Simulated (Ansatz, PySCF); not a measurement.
Dissociation curve of CH3Cl, SMILES ClC. The C1–Cl5 bond (C1 also carries H, H, H; Cl5 carries nothing else) is stretched with both fragments frozen at the PBE0/def2-TZVP optimised geometry.

UHF/def2-TZVP (PySCF); RHF/def2-TZVP (PySCF); UKS-r2SCAN = PySCF with unrestricted r2SCAN/def2-TZVP; RKS-r2SCAN = restricted r2SCAN/def2-TZVP (PySCF 2.14.0); UKS-wB97X-V = unrestricted wB97X-V/def2-TZVP (PySCF); RKS-wB97X-V = restricted wB97X-V/def2-TZVP (PySCF); UKS-TPSSh = unrestricted TPSSh/def2-TZVP in PySCF; RKS-TPSSh = restricted TPSSh/def2-TZVP (PySCF); UKS-PBE = unrestricted PBE/def2-TZVP run with Ansatz (a program for electronic structure); RKS-PBE = restricted PBE/def2-TZVP in Ansatz; UKS-B3LYP/6-31G* = unrestricted B3LYP/6-31G*, spherical d (PySCF); RKS-B3LYP/6-31G* = restricted B3LYP/6-31G*, spherical d (PySCF); UKS-BP86/6-31G* = unrestricted BP86/6-31G*, spherical d (PySCF); RKS-BP86/6-31G* = restricted BP86/6-31G*, spherical d run with PySCF 2.14.0; UKS-M06-2X/6-31G* = unrestricted M06-2X/6-31G*, spherical d run with PySCF; RKS-M06-2X/6-31G* = restricted M06-2X/6-31G*, spherical d in PySCF 2.14.0.

Scanned distances (Å): 1.43, 1.52, 1.60, 1.67, 1.73, 1.77, 1.84, 1.86, 1.94, 2.04, 2.20, 2.37, 2.67, 2.90, 3.16, 3.52, 3.92, 4.32, 4.79, 5.30, 6.23.

Question: Where does the unrestricted solution first break spin symmetry (<S²> of 0.01 or more)?

Answer: UHF: between 2.20 and 2.37 Å; UKS-r2SCAN: between 2.37 and 2.67 Å; UKS-wB97X-V: between 2.37 and 2.67 Å; UKS-TPSSh: between 2.37 and 2.67 Å; UKS-PBE: between 2.67 and 2.90 Å; UKS-B3LYP/6-31G*: between 2.37 and 2.67 Å; UKS-BP86/6-31G*: between 2.67 and 2.90 Å; UKS-M06-2X/6-31G*: between 2.37 and 2.67 Å.

```json
[
 {"R / Å": "1.43", "<S²> UHF": "0.00", "E(RHF) − E(UHF) / kcal/mol": "0.0", "<S²> UKS-r2SCAN": "0.00", "E(RKS-r2SCAN) − E(UKS-r2SCAN) / kcal/mol": "0.0", "<S²> UKS-wB97X-V": "0.00", "E(RKS-wB97X-V) − E(UKS-wB97X-V) / kcal/mol": "0.0", "<S²> UKS-TPSSh": "0.00", "E(RKS-TPSSh) − E(UKS-TPSSh) / kcal/mol": "0.0", "<S²> UKS-PBE": "0.00", "E(RKS-PBE) − E(UKS-PBE) / kcal/mol": "0.0", "<S²> UKS-B3LYP/6-31G*": "0.00", "E(RKS-B3LYP/6-31G*) − E(UKS-B3LYP/6-31G*) / kcal/mol": "0.0", "<S²> UKS-BP86/6-31G*": "0.00", "E(RKS-BP86/6-31G*) − E(UKS-BP86/6-31G*) / kcal/mol": "0.0", "<S²> UKS-M06-2X/6-31G*": "0.00", "E(RKS-M06-2X/6-31G*) − E(UKS-M06-2X/6-31G*) / kcal/mol": "0.0"},
 {"R / Å": "1.52", "<S²> UHF": "0.00", "E(RHF) − E(UHF) / kcal/mol": "0.0", "<S²> UKS-r2SCAN": "0.00", "E(RKS-r2SCAN) − E(UKS-r2SCAN) / kcal/mol": "0.0", "<S²> UKS-wB97X-V": "0.00", "E(RKS-wB97X-V) − E(UKS-wB97X-V) / kcal/mol": "0.0", "<S²> UKS-TPSSh": "0.00", "E(RKS-TPSSh) − E(UKS-TPSSh) / kcal/mol": "0.0", "<S²> UKS-PBE": "0.00", "E(RKS-PBE) − E(UKS-PBE) / kcal/mol": "0.0", "<S²> UKS-B3LYP/6-31G*": "0.00", "E(RKS-B3LYP/6-31G*) − E(UKS-B3LYP/6-31G*) / kcal/mol": "0.0", "<S²> UKS-BP86/6-31G*": "0.00", "E(RKS-BP86/6-31G*) − E(UKS-BP86/6-31G*) / kcal/mol": "0.0", "<S²> UKS-M06-2X/6-31G*": "0.00", "E(RKS-M06-2X/6-31G*) − E(UKS-M06-2X/6-31G*) / kcal/mol": "0.0"},
 {"R / Å": "1.60", "<S²> UHF": "0.00", "E(RHF) − E(UHF) / kcal/mol": "0.0", "<S²> UKS-r2SCAN": "0.00", "E(RKS-r2SCAN) − E(UKS-r2SCAN) / kcal/mol": "0.0", "<S²> UKS-wB97X-V": "0.00", "E(RKS-wB97X-V) − E(UKS-wB97X-V) / kcal/mol": "0.0", "<S²> UKS-TPSSh": "0.00", "E(RKS-TPSSh) − E(UKS-TPSSh) / kcal/mol": "0.0", "<S²> UKS-PBE": "0.00", "E(RKS-PBE) − E(UKS-PBE) / kcal/mol": "0.0", "<S²> UKS-B3LYP/6-31G*": "0.00", "E(RKS-B3LYP/6-31G*) − E(UKS-B3LYP/6-31G*) / kcal/mol": "0.0", "<S²> UKS-BP86/6-31G*": "0.00", "E(RKS-BP86/6-31G*) − E(UKS-BP86/6-31G*) / kcal/mol": "0.0", "<S²> UKS-M06-2X/6-31G*": "0.00", "E(RKS-M06-2X/6-31G*) − E(UKS-M06-2X/6-31G*) / kcal/mol": "0.0"},
 {"R / Å": "1.67", "<S²> UHF": "0.00", "E(RHF) − E(UHF) / kcal/mol": "0.0", "<S²> UKS-r2SCAN": "0.00", "E(RKS-r2SCAN) − E(UKS-r2SCAN) / kcal/mol": "0.0", "<S²> UKS-wB97X-V": "0.00", "E(RKS-wB97X-V) − E(UKS-wB97X-V) / kcal/mol": "0.0", "<S²> UKS-TPSSh": "0.00", "E(RKS-TPSSh) − E(UKS-TPSSh) / kcal/mol": "0.0", "<S²> UKS-PBE": "0.00", "E(RKS-PBE) − E(UKS-PBE) / kcal/mol": "0.0", "<S²> UKS-B3LYP/6-31G*": "0.00", "E(RKS-B3LYP/6-31G*) − E(UKS-B3LYP/6-31G*) / kcal/mol": "0.0", "<S²> UKS-BP86/6-31G*": "0.00", "E(RKS-BP86/6-31G*) − E(UKS-BP86/6-31G*) / kcal/mol": "0.0", "<S²> UKS-M06-2X/6-31G*": "0.00", "E(RKS-M06-2X/6-31G*) − E(UKS-M06-2X/6-31G*) / kcal/mol": "0.0"},
 {"R / Å": "1.73", "<S²> UHF": "0.00", "E(RHF) − E(UHF) / kcal/mol": "0.0", "<S²> UKS-r2SCAN": "0.00", "E(RKS-r2SCAN) − E(UKS-r2SCAN) / kcal/mol": "0.0", "<S²> UKS-wB97X-V": "0.00", "E(RKS-wB97X-V) − E(UKS-wB97X-V) / kcal/mol": "0.0", "<S²> UKS-TPSSh": "0.00", "E(RKS-TPSSh) − E(UKS-TPSSh) / kcal/mol": "0.0", "<S²> UKS-PBE": "0.00", "E(RKS-PBE) − E(UKS-PBE) / kcal/mol": "0.0", "<S²> UKS-B3LYP/6-31G*": "0.00", "E(RKS-B3LYP/6-31G*) − E(UKS-B3LYP/6-31G*) / kcal/mol": "0.0", "<S²> UKS-BP86/6-31G*": "0.00", "E(RKS-BP86/6-31G*) − E(UKS-BP86/6-31G*) / kcal/mol": "0.0", "<S²> UKS-M06-2X/6-31G*": "0.00", "E(RKS-M06-2X/6-31G*) − E(UKS-M06-2X/6-31G*) / kcal/mol": "0.0"},
 {"R / Å": "1.77", "<S²> UHF": "0.00", "E(RHF) − E(UHF) / kcal/mol": "0.0", "<S²> UKS-r2SCAN": "0.00", "E(RKS-r2SCAN) − E(UKS-r2SCAN) / kcal/mol": "0.0", "<S²> UKS-wB97X-V": "0.00", "E(RKS-wB97X-V) − E(UKS-wB97X-V) / kcal/mol": "0.0", "<S²> UKS-TPSSh": "0.00", "E(RKS-TPSSh) − E(UKS-TPSSh) / kcal/mol": "0.0", "<S²> UKS-PBE": "0.00", "E(RKS-PBE) − E(UKS-PBE) / kcal/mol": "0.0", "<S²> UKS-B3LYP/6-31G*": "0.00", "E(RKS-B3LYP/6-31G*) − E(UKS-B3LYP/6-31G*) / kcal/mol": "0.0", "<S²> UKS-BP86/6-31G*": "0.00", "E(RKS-BP86/6-31G*) − E(UKS-BP86/6-31G*) / kcal/mol": "0.0", "<S²> UKS-M06-2X/6-31G*": "0.00", "E(RKS-M06-2X/6-31G*) − E(UKS-M06-2X/6-31G*) / kcal/mol": "0.0"},
 {"R / Å": "1.84", "<S²> UHF": "0.00", "E(RHF) − E(UHF) / kcal/mol": "0.0", "<S²> UKS-r2SCAN": "0.00", "E(RKS-r2SCAN) − E(UKS-r2SCAN) / kcal/mol": "0.0", "<S²> UKS-wB97X-V": "0.00", "E(RKS-wB97X-V) − E(UKS-wB97X-V) / kcal/mol": "0.0", "<S²> UKS-TPSSh": "0.00", "E(RKS-TPSSh) − E(UKS-TPSSh) / kcal/mol": "0.0", "<S²> UKS-PBE": "0.00", "E(RKS-PBE) − E(UKS-PBE) / kcal/mol": "0.0", "<S²> UKS-B3LYP/6-31G*": "0.00", "E(RKS-B3LYP/6-31G*) − E(UKS-B3LYP/6-31G*) / kcal/mol": "0.0", "<S²> UKS-BP86/6-31G*": "0.00", "E(RKS-BP86/6-31G*) − E(UKS-BP86/6-31G*) / kcal/mol": "0.0", "<S²> UKS-M06-2X/6-31G*": "0.00", "E(RKS-M06-2X/6-31G*) − E(UKS-M06-2X/6-31G*) / kcal/mol": "0.0"},
 {"R / Å": "1.86", "<S²> UHF": "0.00", "E(RHF) − E(UHF) / kcal/mol": "0.0", "<S²> UKS-r2SCAN": "0.00", "E(RKS-r2SCAN) − E(UKS-r2SCAN) / kcal/mol": "0.0", "<S²> UKS-wB97X-V": "0.00", "E(RKS-wB97X-V) − E(UKS-wB97X-V) / kcal/mol": "0.0", "<S²> UKS-TPSSh": "0.00", "E(RKS-TPSSh) − E(UKS-TPSSh) / kcal/mol": "0.0", "<S²> UKS-PBE": "0.00", "E(RKS-PBE) − E(UKS-PBE) / kcal/mol": "0.0", "<S²> UKS-B3LYP/6-31G*": "0.00", "E(RKS-B3LYP/6-31G*) − E(UKS-B3LYP/6-31G*) / kcal/mol": "0.0", "<S²> UKS-BP86/6-31G*": "0.00", "E(RKS-BP86/6-31G*) − E(UKS-BP86/6-31G*) / kcal/mol": "0.0", "<S²> UKS-M06-2X/6-31G*": "0.00", "E(RKS-M06-2X/6-31G*) − E(UKS-M06-2X/6-31G*) / kcal/mol": "0.0"},
 {"R / Å": "1.94", "<S²> UHF": "0.00", "E(RHF) − E(UHF) / kcal/mol": "0.0", "<S²> UKS-r2SCAN": "0.00", "E(RKS-r2SCAN) − E(UKS-r2SCAN) / kcal/mol": "0.0", "<S²> UKS-wB97X-V": "0.00", "E(RKS-wB97X-V) − E(UKS-wB97X-V) / kcal/mol": "0.0", "<S²> UKS-TPSSh": "0.00", "E(RKS-TPSSh) − E(UKS-TPSSh) / kcal/mol": "0.0", "<S²> UKS-PBE": "0.00", "E(RKS-PBE) − E(UKS-PBE) / kcal/mol": "0.0", "<S²> UKS-B3LYP/6-31G*": "0.00", "E(RKS-B3LYP/6-31G*) − E(UKS-B3LYP/6-31G*) / kcal/mol": "0.0", "<S²> UKS-BP86/6-31G*": "0.00", "E(RKS-BP86/6-31G*) − E(UKS-BP86/6-31G*) / kcal/mol": "0.0", "<S²> UKS-M06-2X/6-31G*": "0.00", "E(RKS-M06-2X/6-31G*) − E(UKS-M06-2X/6-31G*) / kcal/mol": "0.0"},
 {"R / Å": "2.04", "<S²> UHF": "0.00", "E(RHF) − E(UHF) / kcal/mol": "0.0", "<S²> UKS-r2SCAN": "0.00", "E(RKS-r2SCAN) − E(UKS-r2SCAN) / kcal/mol": "0.0", "<S²> UKS-wB97X-V": "0.00", "E(RKS-wB97X-V) − E(UKS-wB97X-V) / kcal/mol": "0.0", "<S²> UKS-TPSSh": "0.00", "E(RKS-TPSSh) − E(UKS-TPSSh) / kcal/mol": "0.0", "<S²> UKS-PBE": "0.00", "E(RKS-PBE) − E(UKS-PBE) / kcal/mol": "0.0", "<S²> UKS-B3LYP/6-31G*": "0.00", "E(RKS-B3LYP/6-31G*) − E(UKS-B3LYP/6-31G*) / kcal/mol": "0.0", "<S²> UKS-BP86/6-31G*": "0.00", "E(RKS-BP86/6-31G*) − E(UKS-BP86/6-31G*) / kcal/mol": "0.0", "<S²> UKS-M06-2X/6-31G*": "0.00", "E(RKS-M06-2X/6-31G*) − E(UKS-M06-2X/6-31G*) / kcal/mol": "0.0"},
 {"R / Å": "2.20", "<S²> UHF": "0.00", "E(RHF) − E(UHF) / kcal/mol": "0.0", "<S²> UKS-r2SCAN": "0.00", "E(RKS-r2SCAN) − E(UKS-r2SCAN) / kcal/mol": "0.0", "<S²> UKS-wB97X-V": "0.00", "E(RKS-wB97X-V) − E(UKS-wB97X-V) / kcal/mol": "0.0", "<S²> UKS-TPSSh": "0.00", "E(RKS-TPSSh) − E(UKS-TPSSh) / kcal/mol": "0.0", "<S²> UKS-PBE": "0.00", "E(RKS-PBE) − E(UKS-PBE) / kcal/mol": "0.0", "<S²> UKS-B3LYP/6-31G*": "0.00", "E(RKS-B3LYP/6-31G*) − E(UKS-B3LYP/6-31G*) / kcal/mol": "0.0", "<S²> UKS-BP86/6-31G*": "0.00", "E(RKS-BP86/6-31G*) − E(UKS-BP86/6-31G*) / kcal/mol": "0.0", "<S²> UKS-M06-2X/6-31G*": "0.00", "E(RKS-M06-2X/6-31G*) − E(UKS-M06-2X/6-31G*) / kcal/mol": "0.0"},
 {"R / Å": "2.37", "<S²> UHF": "0.36", "E(RHF) − E(UHF) / kcal/mol": "2.6", "<S²> UKS-r2SCAN": "0.00", "E(RKS-r2SCAN) − E(UKS-r2SCAN) / kcal/mol": "0.0", "<S²> UKS-wB97X-V": "0.00", "E(RKS-wB97X-V) − E(UKS-wB97X-V) / kcal/mol": "0.0", "<S²> UKS-TPSSh": "0.00", "E(RKS-TPSSh) − E(UKS-TPSSh) / kcal/mol": "0.0", "<S²> UKS-PBE": "0.00", "E(RKS-PBE) − E(UKS-PBE) / kcal/mol": "0.0", "<S²> UKS-B3LYP/6-31G*": "0.00", "E(RKS-B3LYP/6-31G*) − E(UKS-B3LYP/6-31G*) / kcal/mol": "0.0", "<S²> UKS-BP86/6-31G*": "0.00", "E(RKS-BP86/6-31G*) − E(UKS-BP86/6-31G*) / kcal/mol": "0.0", "<S²> UKS-M06-2X/6-31G*": "0.00", "E(RKS-M06-2X/6-31G*) − E(UKS-M06-2X/6-31G*) / kcal/mol": "0.0"},
 {"R / Å": "2.67", "<S²> UHF": "0.77", "E(RHF) − E(UHF) / kcal/mol": "17.6", "<S²> UKS-r2SCAN": "0.16", "E(RKS-r2SCAN) − E(UKS-r2SCAN) / kcal/mol": "0.3", "<S²> UKS-wB97X-V": "0.25", "E(RKS-wB97X-V) − E(UKS-wB97X-V) / kcal/mol": "1.0", "<S²> UKS-TPSSh": "0.06", "E(RKS-TPSSh) − E(UKS-TPSSh) / kcal/mol": "0.0", "<S²> UKS-PBE": "0.00", "E(RKS-PBE) − E(UKS-PBE) / kcal/mol": "0.0", "<S²> UKS-B3LYP/6-31G*": "0.03", "E(RKS-B3LYP/6-31G*) − E(UKS-B3LYP/6-31G*) / kcal/mol": "0.0", "<S²> UKS-BP86/6-31G*": "0.00", "E(RKS-BP86/6-31G*) − E(UKS-BP86/6-31G*) / kcal/mol": "0.0", "<S²> UKS-M06-2X/6-31G*": "0.24", "E(RKS-M06-2X/6-31G*) − E(UKS-M06-2X/6-31G*) / kcal/mol": "0.6"},
 {"R / Å": "2.90", "<S²> UHF": "0.90", "E(RHF) − E(UHF) / kcal/mol": "31.3", "<S²> UKS-r2SCAN": "0.46", "E(RKS-r2SCAN) − E(UKS-r2SCAN) / kcal/mol": "3.8", "<S²> UKS-wB97X-V": "0.57", "E(RKS-wB97X-V) − E(UKS-wB97X-V) / kcal/mol": "6.7", "<S²> UKS-TPSSh": "0.42", "E(RKS-TPSSh) − E(UKS-TPSSh) / kcal/mol": "2.7", "<S²> UKS-PBE": "0.13", "E(RKS-PBE) − E(UKS-PBE) / kcal/mol": "0.2", "<S²> UKS-B3LYP/6-31G*": "0.40", "E(RKS-B3LYP/6-31G*) − E(UKS-B3LYP/6-31G*) / kcal/mol": "2.5", "<S²> UKS-BP86/6-31G*": "0.09", "E(RKS-BP86/6-31G*) − E(UKS-BP86/6-31G*) / kcal/mol": "0.1", "<S²> UKS-M06-2X/6-31G*": "0.57", "E(RKS-M06-2X/6-31G*) − E(UKS-M06-2X/6-31G*) / kcal/mol": "6.6"},
 {"R / Å": "3.16", "<S²> UHF": "0.96", "E(RHF) − E(UHF) / kcal/mol": "45.8", "<S²> UKS-r2SCAN": "0.66", "E(RKS-r2SCAN) − E(UKS-r2SCAN) / kcal/mol": "9.1", "<S²> UKS-wB97X-V": "0.77", "E(RKS-wB97X-V) − E(UKS-wB97X-V) / kcal/mol": "15.2", "<S²> UKS-TPSSh": "0.64", "E(RKS-TPSSh) − E(UKS-TPSSh) / kcal/mol": "7.9", "<S²> UKS-PBE": "0.47", "E(RKS-PBE) − E(UKS-PBE) / kcal/mol": "2.8", "<S²> UKS-B3LYP/6-31G*": "0.62", "E(RKS-B3LYP/6-31G*) − E(UKS-B3LYP/6-31G*) / kcal/mol": "7.7", "<S²> UKS-BP86/6-31G*": "0.44", "E(RKS-BP86/6-31G*) − E(UKS-BP86/6-31G*) / kcal/mol": "2.4", "<S²> UKS-M06-2X/6-31G*": "0.78", "E(RKS-M06-2X/6-31G*) − E(UKS-M06-2X/6-31G*) / kcal/mol": "15.4"},
 {"R / Å": "3.52", "<S²> UHF": "1.00", "E(RHF) − E(UHF) / kcal/mol": "62.7", "<S²> UKS-r2SCAN": "0.80", "E(RKS-r2SCAN) − E(UKS-r2SCAN) / kcal/mol": "16.0", "<S²> UKS-wB97X-V": "0.92", "E(RKS-wB97X-V) − E(UKS-wB97X-V) / kcal/mol": "27.3", "<S²> UKS-TPSSh": "0.79", "E(RKS-TPSSh) − E(UKS-TPSSh) / kcal/mol": "15.0", "<S²> UKS-PBE": "0.68", "E(RKS-PBE) − E(UKS-PBE) / kcal/mol": "7.6", "<S²> UKS-B3LYP/6-31G*": "0.78", "E(RKS-B3LYP/6-31G*) − E(UKS-B3LYP/6-31G*) / kcal/mol": "15.0", "<S²> UKS-BP86/6-31G*": "0.66", "E(RKS-BP86/6-31G*) − E(UKS-BP86/6-31G*) / kcal/mol": "—", "<S²> UKS-M06-2X/6-31G*": "0.90", "E(RKS-M06-2X/6-31G*) − E(UKS-M06-2X/6-31G*) / kcal/mol": "26.5"},
 {"R / Å": "3.92", "<S²> UHF": "1.01", "E(RHF) − E(UHF) / kcal/mol": "77.2", "<S²> UKS-r2SCAN": "0.88", "E(RKS-r2SCAN) − E(UKS-r2SCAN) / kcal/mol": "—", "<S²> UKS-wB97X-V": "0.98", "E(RKS-wB97X-V) − E(UKS-wB97X-V) / kcal/mol": "39.1", "<S²> UKS-TPSSh": "0.88", "E(RKS-TPSSh) − E(UKS-TPSSh) / kcal/mol": "21.1", "<S²> UKS-PBE": "0.78", "E(RKS-PBE) − E(UKS-PBE) / kcal/mol": "12.0", "<S²> UKS-B3LYP/6-31G*": "0.87", "E(RKS-B3LYP/6-31G*) − E(UKS-B3LYP/6-31G*) / kcal/mol": "21.5", "<S²> UKS-BP86/6-31G*": "0.77", "E(RKS-BP86/6-31G*) − E(UKS-BP86/6-31G*) / kcal/mol": "—", "<S²> UKS-M06-2X/6-31G*": "0.97", "E(RKS-M06-2X/6-31G*) − E(UKS-M06-2X/6-31G*) / kcal/mol": "35.8"},
 {"R / Å": "4.32", "<S²> UHF": "1.02", "E(RHF) − E(UHF) / kcal/mol": "88.3", "<S²> UKS-r2SCAN": "0.92", "E(RKS-r2SCAN) − E(UKS-r2SCAN) / kcal/mol": "—", "<S²> UKS-wB97X-V": "1.00", "E(RKS-wB97X-V) − E(UKS-wB97X-V) / kcal/mol": "48.5", "<S²> UKS-TPSSh": "0.92", "E(RKS-TPSSh) − E(UKS-TPSSh) / kcal/mol": "25.2", "<S²> UKS-PBE": "0.83", "E(RKS-PBE) − E(UKS-PBE) / kcal/mol": "15.0", "<S²> UKS-B3LYP/6-31G*": "0.92", "E(RKS-B3LYP/6-31G*) − E(UKS-B3LYP/6-31G*) / kcal/mol": "26.2", "<S²> UKS-BP86/6-31G*": "0.81", "E(RKS-BP86/6-31G*) − E(UKS-BP86/6-31G*) / kcal/mol": "—", "<S²> UKS-M06-2X/6-31G*": "0.99", "E(RKS-M06-2X/6-31G*) − E(UKS-M06-2X/6-31G*) / kcal/mol": "42.8"},
 {"R / Å": "4.79", "<S²> UHF": "1.02", "E(RHF) − E(UHF) / kcal/mol": "97.9", "<S²> UKS-r2SCAN": "0.94", "E(RKS-r2SCAN) − E(UKS-r2SCAN) / kcal/mol": "—", "<S²> UKS-wB97X-V": "1.00", "E(RKS-wB97X-V) − E(UKS-wB97X-V) / kcal/mol": "56.7", "<S²> UKS-TPSSh": "0.95", "E(RKS-TPSSh) − E(UKS-TPSSh) / kcal/mol": "28.3", "<S²> UKS-PBE": "0.86", "E(RKS-PBE) − E(UKS-PBE) / kcal/mol": "17.1", "<S²> UKS-B3LYP/6-31G*": "0.95", "E(RKS-B3LYP/6-31G*) − E(UKS-B3LYP/6-31G*) / kcal/mol": "29.9", "<S²> UKS-BP86/6-31G*": "0.84", "E(RKS-BP86/6-31G*) − E(UKS-BP86/6-31G*) / kcal/mol": "—", "<S²> UKS-M06-2X/6-31G*": "1.00", "E(RKS-M06-2X/6-31G*) − E(UKS-M06-2X/6-31G*) / kcal/mol": "48.7"},
 {"R / Å": "5.30", "<S²> UHF": "1.02", "E(RHF) − E(UHF) / kcal/mol": "105.4", "<S²> UKS-r2SCAN": "0.96", "E(RKS-r2SCAN) − E(UKS-r2SCAN) / kcal/mol": "—", "<S²> UKS-wB97X-V": "1.00", "E(RKS-wB97X-V) − E(UKS-wB97X-V) / kcal/mol": "63.1", "<S²> UKS-TPSSh": "0.97", "E(RKS-TPSSh) − E(UKS-TPSSh) / kcal/mol": "30.3", "<S²> UKS-PBE": "0.88", "E(RKS-PBE) − E(UKS-PBE) / kcal/mol": "18.5", "<S²> UKS-B3LYP/6-31G*": "0.97", "E(RKS-B3LYP/6-31G*) − E(UKS-B3LYP/6-31G*) / kcal/mol": "32.3", "<S²> UKS-BP86/6-31G*": "0.86", "E(RKS-BP86/6-31G*) − E(UKS-BP86/6-31G*) / kcal/mol": "—", "<S²> UKS-M06-2X/6-31G*": "1.01", "E(RKS-M06-2X/6-31G*) − E(UKS-M06-2X/6-31G*) / kcal/mol": "52.9"},
 {"R / Å": "6.23", "<S²> UHF": "1.02", "E(RHF) − E(UHF) / kcal/mol": "114.0", "<S²> UKS-r2SCAN": "0.97", "E(RKS-r2SCAN) − E(UKS-r2SCAN) / kcal/mol": "—", "<S²> UKS-wB97X-V": "1.01", "E(RKS-wB97X-V) − E(UKS-wB97X-V) / kcal/mol": "70.5", "<S²> UKS-TPSSh": "0.98", "E(RKS-TPSSh) − E(UKS-TPSSh) / kcal/mol": "32.3", "<S²> UKS-PBE": "0.89", "E(RKS-PBE) − E(UKS-PBE) / kcal/mol": "19.6", "<S²> UKS-B3LYP/6-31G*": "0.99", "E(RKS-B3LYP/6-31G*) − E(UKS-B3LYP/6-31G*) / kcal/mol": "34.6", "<S²> UKS-BP86/6-31G*": "0.87", "E(RKS-BP86/6-31G*) − E(UKS-BP86/6-31G*) / kcal/mol": "—", "<S²> UKS-M06-2X/6-31G*": "1.01", "E(RKS-M06-2X/6-31G*) − E(UKS-M06-2X/6-31G*) / kcal/mol": "57.4"}
]
```

A dash means that the run gave no value there, or that the column was ended at a point which the program doubted or which failed a test of continuity chosen for this set; such a test can also cut sound points.
